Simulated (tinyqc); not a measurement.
FCI on RHF in the sto-6g basis, frozen core, for LiH, spin multiplicity 1, step by step. Computed by tinyqc, a small Python program that keeps every step (integrals from PySCF). Settings: charge = 0, multiplicity = 1, basis = sto-6g, method = RHF, frozen orbitals = 1, energy threshold = 1e-10, iteration cap = 81, orthogonalisation = symmetric, start = Wolfsberg-Helmholz matrix, DIIS depth = 6, ci = FCI. Command: `OMP_NUM_THREADS=1 python tinyqc.py 22860 22861 out.jsonl` (the two numbers bound the seeds that draw the settings). One thread of a shared host (Intel(R) Xeon(R) Processor @ 2.60GHz), about 0.1 s of CPU time with the checks. The early iterations of the SCF are left out here.

## One-electron integrals

Geometry (angstrom):
```
atom         x         y         z
Li    0.000000  0.000000  0.000000
H     0.000000  0.000000  1.689000
```

Basis sto-6g: exponents (1/bohr^2) and contraction coefficients of normalised primitives:
```
element  l (shell)    exponent  coefficient
Li           s (1)  167.175846     0.009164
Li           s (1)   30.651508     0.049361
Li           s (1)    8.575187     0.168538
Li           s (1)    2.945808     0.370563
Li           s (1)    1.143944     0.416492
Li           s (1)    0.471139     0.130334
Li           s (2)    6.597564    -0.013253
Li           s (2)    1.305830    -0.046992
Li           s (2)    0.405851    -0.033785
Li           s (2)    0.156146     0.250242
Li           s (2)    0.067814     0.595117
Li           s (2)    0.031084     0.240706
Li           p (3)    6.597564     0.003760
Li           p (3)    1.305830     0.037679
Li           p (3)    0.405851     0.173897
Li           p (3)    0.156146     0.418036
Li           p (3)    0.067814     0.425860
Li           p (3)    0.031084     0.101708
H            s (1)   35.523221     0.009164
H            s (1)    6.513144     0.049361
H            s (1)    1.822143     0.168538
H            s (1)    0.625955     0.370563
H            s (1)    0.243077     0.416492
H            s (1)    0.100112     0.130334
```

Overlap, kinetic and nuclear-attraction integrals over the contracted functions; the nuclear repulsion is the sum of Za Zb / Rab.

nuclear repulsion = 0.93992400 hartree

overlap S, lower triangle:
```
           1Li 1s    1Li 2s   1Li 2px   1Li 2py   1Li 2pz     2H 1s
1Li 1s   1.000000
1Li 2s   0.235742  1.000000
1Li 2px  0.000000  0.000000  1.000000
1Li 2py  0.000000  0.000000  0.000000  1.000000
1Li 2pz  0.000000  0.000000  0.000000  0.000000  1.000000
2H 1s    0.056570  0.375484  0.000000  0.000000  0.493188  1.000000
```

kinetic energy T (hartree), lower triangle:
```
            1Li 1s    1Li 2s   1Li 2px   1Li 2py   1Li 2pz     2H 1s
1Li 1s    3.616742
1Li 2s   -0.110723  0.106524
1Li 2px   0.000000  0.000000  0.320007
1Li 2py   0.000000  0.000000  0.000000  0.320007
1Li 2pz   0.000000  0.000000  0.000000  0.000000  0.320007
2H 1s    -0.014808  0.036191  0.000000  0.000000  0.113059  0.768522
```

nuclear attraction V (hartree), lower triangle:
```
            1Li 1s     1Li 2s    1Li 2px    1Li 2py    1Li 2pz      2H 1s
1Li 1s   -8.380452
1Li 2s   -0.902202  -1.481294
1Li 2px   0.000000   0.000000  -1.450100
1Li 2py   0.000000   0.000000   0.000000  -1.450100
1Li 2pz  -0.015243  -0.116910   0.000000   0.000000  -1.543502
2H 1s    -0.235134  -0.676092   0.000000   0.000000  -0.904909  -2.177787
```

core Hamiltonian H = T + V (hartree), lower triangle:
```
            1Li 1s     1Li 2s    1Li 2px    1Li 2py    1Li 2pz      2H 1s
1Li 1s   -4.763710
1Li 2s   -1.012925  -1.374771
1Li 2px   0.000000   0.000000  -1.130093
1Li 2py   0.000000   0.000000   0.000000  -1.130093
1Li 2pz  -0.015243  -0.116910   0.000000   0.000000  -1.223494
2H 1s    -0.249942  -0.639901   0.000000   0.000000  -0.791850  -1.409265
```

## Two-electron integrals

Functions are numbered as in S; the eight-fold symmetry (ij|kl) = (ji|kl) = (kl|ij) leaves the list below.

Two-electron integrals (ij|kl) in chemists' order, unique and non-zero (hartree):
```
(11|11) 1.681247   (21|11) 0.242603   (21|21) 0.044507   (22|11) 0.397190
(22|21) 0.090279   (22|22) 0.290625   (31|31) 0.009437   (32|31) 0.014261
(32|32) 0.064236   (33|11) 0.397190   (33|21) 0.090279   (33|22) 0.290625
(33|33) 0.313125   (41|41) 0.009437   (42|41) 0.014261   (42|42) 0.064236
(43|43) 0.016875   (44|11) 0.397190   (44|21) 0.090279   (44|22) 0.290625
(44|33) 0.279374   (44|44) 0.313125   (51|51) 0.009437   (52|51) 0.014261
(52|52) 0.064236   (53|53) 0.016875   (54|54) 0.016875   (55|11) 0.397190
(55|21) 0.090279   (55|22) 0.290625   (55|33) 0.279374   (55|44) 0.279374
(55|55) 0.313125   (61|11) 0.058566   (61|21) 0.010508   (61|22) 0.021477
(61|33) 0.021180   (61|44) 0.021180   (61|51) 0.001397   (61|52) 0.002805
(61|55) 0.022069   (61|61) 0.002743   (62|11) 0.137303   (62|21) 0.031608
(62|22) 0.107469   (62|33) 0.101997   (62|44) 0.101997   (62|51) 0.005447
(62|52) 0.031645   (62|55) 0.118412   (62|61) 0.008979   (62|62) 0.065572
(63|31) 0.002679   (63|32) 0.012189   (63|53) 0.004855   (63|63) 0.004688
(64|41) 0.002679   (64|42) 0.012189   (64|54) 0.004855   (64|64) 0.004688
(65|11) 0.169040   (65|21) 0.039323   (65|22) 0.138229   (65|33) 0.128931
(65|44) 0.128931   (65|51) 0.008492   (65|52) 0.048766   (65|55) 0.156824
(65|61) 0.011687   (65|62) 0.092713   (65|65) 0.133022   (66|11) 0.312494
(66|21) 0.073329   (66|22) 0.272509   (66|33) 0.248800   (66|44) 0.248800
(66|51) 0.014543   (66|52) 0.102637   (66|55) 0.319924   (66|61) 0.022044
(66|62) 0.208360   (66|65) 0.305985   (66|66) 0.774999
```

## Orthogonalisation

S = U s U^T; symmetric (Loewdin) form X = U s^(-1/2) U^T, so that X^T S X = 1.

eigenvalues of S: 0.373437  0.804464  1.000000  1.000000  1.168917  1.653181

X, lower triangle:
```
            1Li 1s     1Li 2s   1Li 2px   1Li 2py    1Li 2pz     2H 1s
1Li 1s    1.022078
1Li 2s   -0.126278   1.098483
1Li 2px   0.000000   0.000000  1.000000
1Li 2py   0.000000   0.000000  0.000000  1.000000
1Li 2pz  -0.005317   0.099555  0.000000  0.000000   1.129133
2H 1s     0.009404  -0.255988  0.000000  0.000000  -0.332895  1.204318
```

## Iteration 8 (converged): orbitals

converged F (hartree), lower triangle:
```
            1Li 1s     1Li 2s   1Li 2px   1Li 2py    1Li 2pz      2H 1s
1Li 1s   -2.388544
1Li 2s   -0.617984  -0.205887
1Li 2px   0.000000   0.000000  0.162498
1Li 2py   0.000000   0.000000  0.000000  0.162498
1Li 2pz   0.013347  -0.096850  0.000000  0.000000   0.008125
2H 1s    -0.150697  -0.253455  0.000000  0.000000  -0.230688  -0.136960
```

Diagonalise F' = X^T F X, C = X C', fill 2 alpha and 2 beta electrons from the bottom; D = 2 C_occ C_occ^T. Each column has its largest component positive (the first on a tie).

F' = X^T F X (hartree), lower triangle:
```
           1          2         3         4          5         6
1  -2.341497
2  -0.335106  -0.000934
3   0.000000   0.000000  0.162498
4   0.000000   0.000000  0.000000  0.162498
5   0.019449   0.020432  0.000000  0.000000   0.161482
6  -0.021624  -0.261164  0.000000  0.000000  -0.302642  0.112772
```

orbital energies (hartree): MO1 -2.389966, MO2 -0.278087, MO3 0.077536, MO4 0.162498, MO5 0.162498, MO6 0.522339

coefficients C:
```
               MO1        MO2        MO3        MO4       MO5        MO6
1Li 1s    0.993932  -0.152320  -0.200542   0.000000  0.000000   0.096891
1Li 2s    0.023909   0.453212   0.798451   0.000000  0.000000  -0.674208
1Li 2px   0.000000   0.000000   0.000000   0.847447  0.530880   0.000000
1Li 2py   0.000000   0.000000   0.000000  -0.530880  0.847447   0.000000
1Li 2pz  -0.005479   0.343735  -0.612005   0.000000  0.000000  -0.950244
2H 1s     0.002309   0.560774  -0.139541   0.000000  0.000000   1.137047
```

D after iteration 8, lower triangle:
```
            1Li 1s    1Li 2s   1Li 2px   1Li 2py   1Li 2pz     2H 1s
1Li 1s    2.022203
1Li 2s   -0.090538  0.411945
1Li 2px   0.000000  0.000000  0.000000
1Li 2py   0.000000  0.000000  0.000000  0.000000
1Li 2pz  -0.115607  0.311307  0.000000  0.000000  0.236367
2H 1s    -0.166244  0.508409  0.000000  0.000000  0.385489  0.628945
```

Within a degenerate level the vectors are fixed only up to a rotation; this is one choice.

## Convergence

Stop when the energy changes by less than 1e-10 hartree and every element of the error matrix X^T (F D S - S D F) X is below 3e-06.

Course of the cycle:
```
iteration  E (hartree)     change  largest element of the error matrix
1          -7.92997079          -                             7.32e-02
2          -7.94370159  -1.37e-02                             2.35e-02
3          -7.94673233  -3.03e-03                             1.17e-02
4          -7.94761146  -8.79e-04                             1.02e-03
5          -7.94761250  -1.04e-06                             5.54e-04
6          -7.94761293  -4.28e-07                             5.06e-05
7          -7.94761293  -3.84e-09                             7.96e-06
8          -7.94761293  -9.67e-11                             9.64e-08
```

PySCF RHF in the same basis = -7.94761293 hartree

Converged in 8 iterations.

## Integrals over molecular orbitals

(pq|rs) = sum C_ip C_jq C_kr C_ls (ij|kl), one index at a time.

one-electron integrals over orbitals h = C^T H C (hartree), lower triangle:
```
           1          2          3          4          5          6
1  -4.756043
2   0.101633  -1.463441
3   0.168353   0.026374  -1.125477
4   0.000000   0.000000   0.000000  -1.130093
5   0.000000   0.000000   0.000000   0.000000  -1.130093
6  -0.045866  -0.027995   0.033102   0.000000   0.000000  -0.973887
```

Two-electron integrals over orbitals (pq|rs), unique and non-zero (hartree); the lowest 1 orbital is frozen and left out:
```
(22|22) 0.484007    (32|22) -0.048541   (32|32) 0.013110    (33|22) 0.220220
(33|32) 0.008391    (33|33) 0.338299    (42|42) 0.022521    (43|42) 0.019129
(43|43) 0.041439    (44|22) 0.265625    (44|32) 0.006730    (44|33) 0.282305
(44|44) 0.313125    (52|52) 0.022521    (53|52) 0.019129    (53|53) 0.041439
(54|54) 0.016875    (55|22) 0.265625    (55|32) 0.006730    (55|33) 0.282305
(55|44) 0.279374    (55|55) 0.313125    (62|22) 0.124166    (62|32) -0.034644
(62|33) -0.015671   (62|44) -0.020872   (62|55) -0.020872   (62|62) 0.126302
(63|22) -0.050668   (63|32) 0.009320    (63|33) 0.035571    (63|44) 0.002476
(63|55) 0.002476    (63|62) -0.031368   (63|63) 0.025557    (64|42) -0.019534
(64|43) -0.013831   (64|64) 0.020134    (65|52) -0.019534   (65|53) -0.013831
(65|65) 0.020134    (66|22) 0.452333    (66|32) -0.042586   (66|33) 0.240523
(66|44) 0.267643    (66|55) 0.267643    (66|62) 0.128820    (66|63) -0.043165
(66|66) 0.451882
```

## FCI: determinants and Hamiltonian

one-electron integrals dressed by the frozen orbital, h + 2 (pq|11) - (p1|1q) (hartree), lower triangle:
```
           2          3          4          5          6
2  -0.762094
3   0.048541  -0.349794
4   0.000000   0.000000  -0.346232
5   0.000000   0.000000   0.000000  -0.346232
6  -0.124166   0.066692   0.000000   0.000000  -0.256024
```

energy of the frozen orbital, 2 h_11 + (11|11) = -7.84735666 hartree

Hartree-Fock energy = -7.94761293 hartree

Slater-Condon rules over spin orbitals, with the nuclear repulsion and the energy of the frozen orbital added and E(HF) subtracted on the diagonal. Only determinants linked to the reference directly or through others are kept (one block of an abelian symmetry group), so some states are absent.

Occupation strings over the orbitals (2 doubly, a alpha, b beta, 0 empty; spin orbitals ordered 1a 1b 2a 2b ...): 220000 2ab000 2a000b 2ba000 2b000a 202000 20a00b 200200 200020 20b00a 200002

H - E(HF) between determinants (hartree), lower triangle:
```
           220000     2ab000     2a000b     2ba000     2b000a     202000     20a00b    200200
220000   0.000000
2ab000   0.000000   0.148513
2a000b   0.000000   0.016024   0.474395
2ba000   0.000000  -0.013110   0.034644   0.148513
2b000a   0.000000   0.034644  -0.126302   0.016024   0.474395
202000   0.013110   0.056932   0.009320  -0.056932  -0.009320   0.678891
20a00b  -0.034644   0.009320   0.005956   0.139837   0.031368   0.102263   0.674885
200200   0.022521   0.019129  -0.019534  -0.019129   0.019534   0.041439  -0.013831  0.660841
200020   0.022521   0.019129  -0.019534  -0.019129   0.019534   0.041439  -0.013831  0.016875
20b00a   0.034644   0.139837   0.031368   0.009320   0.005956  -0.102263  -0.025557  0.013831
200002   0.126302  -0.031368   0.004654   0.031368  -0.004654   0.025557   0.023527  0.020134

          200020     20b00a    200002
200020  0.660841
20b00a  0.013831   0.674885
200002  0.020134  -0.023527  0.980014
```

## FCI: roots

Diagonalise (each vector has its largest component positive (the first on a tie)); all determinants have Ms = 0, so triplets appear too. The lowest singlet root is the correlation energy.

lowest roots of this matrix, relative to E(HF) (hartree): -0.021798  0.089213  0.106366  0.347128  0.531918  0.616919  0.643966  0.696483

lowest vectors:
```
           root 1     root 2     root 3     root 4
220000   0.985449   0.000000  -0.078447   0.000000
2ab000   0.040602   0.677092   0.666894   0.078173
2a000b   0.003630  -0.107559   0.035709   0.691743
2ba000  -0.040602   0.677092  -0.666894   0.078173
2b000a  -0.003630  -0.107559  -0.035709   0.691743
202000  -0.035972   0.000000  -0.193875   0.000000
20a00b   0.062846  -0.173140   0.173755  -0.124018
200200  -0.025596   0.000000  -0.018623   0.000000
200020  -0.025596   0.000000  -0.018623   0.000000
20b00a  -0.062846  -0.173140  -0.173755  -0.124018
200002  -0.122735   0.000000   0.056021   0.000000
```

<S^2> of these roots: 0.000000  2.000000  0.000000  2.000000  0.000000  0.000000  0.000000  2.000000

weight of the ground state by excitation level 0, 1, 2, ...: 0.971109  0.003323  0.025567
